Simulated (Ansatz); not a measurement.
S2 (triplet). Charge 0, multiplicity 3. The geometry is a stationary point of PBE0-D4/def2-TZVP.

```xyz
2

S     0.775    0.310    0.439
S    -0.775   -0.310   -0.439
```

Question: What is the dipole moment at PBE/def2-TZVPP? (Estimate.)

Answer: The calculation gave: 0.00 D, zero by symmetry or nearly so.

Question: Give the Mulliken charges with PBE, ωB97M-V, r2SCAN in def2-TZVPP. (Estimate.)

Answer: The calculation gave: 
```json
{"atom": "S1", "PBE": "0.00", "ωB97M-V": "0.00", "r2SCAN": "0.00"}
{"atom": "S2", "PBE": "0.00", "ωB97M-V": "0.00", "r2SCAN": "0.00"}
```

Results of the Gaussian-basis code of Ansatz.
